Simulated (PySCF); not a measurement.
Mapped SMILES: `[F:1][C:2]([Cl:3])([Cl:4])[Cl:5]`.

Geometry: GFN2-xTB; GIAO absolute shieldings from PySCF, gas phase, non-relativistic, averaged over equivalent atoms.

At KT3/3-21G (57 basis functions, roughly 2.3 core-seconds):
```csv
atoms,σ (ppm)
F1,161.1
C2,74.3
Cl3/Cl4/Cl5,423.5
```

**Question.** What do these become at B97-D/3-21G?

**Answer.** 
```json
{"atoms": "F1", "σ at B97-D/3-21G": "166.8", "change": "+5.7"}
{"atoms": "C2", "σ at B97-D/3-21G": "67.2", "change": "-7.1"}
{"atoms": "Cl3/Cl4/Cl5", "σ at B97-D/3-21G": "410.6", "change": "-12.9"}
```

The largest change is at Cl3/Cl4/Cl5 (chlorine bonded to C). Cost: 57 basis functions, about 2.3 core-seconds.

Carbons that carry Cl, above all several Cl atoms, come out too deshielded, partly because spin–orbit coupling is missing.
